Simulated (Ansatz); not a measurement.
Basis-set extrapolation for hydrogen peroxide (PBE0-D4/def2-TZVP geometry, frozen core, Ansatz). Multiplicity 1, RHF reference.

```tsv
	def2-TZVPP	def2-QZVPP
HF	-150.845753	-150.852661
MP2 correlation	-0.492936	-0.533127
CCSD(T) correlation	-0.519029	-0.556826
```

Energies in hartree. Use E(X) = E(∞) + A·exp(−7.88·√X) for Hartree–Fock and E(X) = E(∞) + B·X^(−2.97) for correlation, with X = 3 and 4.

Task: What is the CCSD(T) energy at the basis-set limit?

Result: HF limit: -150.852661 + (-0.006908) × 0.13774 = -150.85361. Correlation limit: -0.556826 + (-0.037797) × 0.74074 = -0.58482. Total: -151.43843 hartree, 193.4 kJ/mol below CCSD(T)/def2-TZVPP.
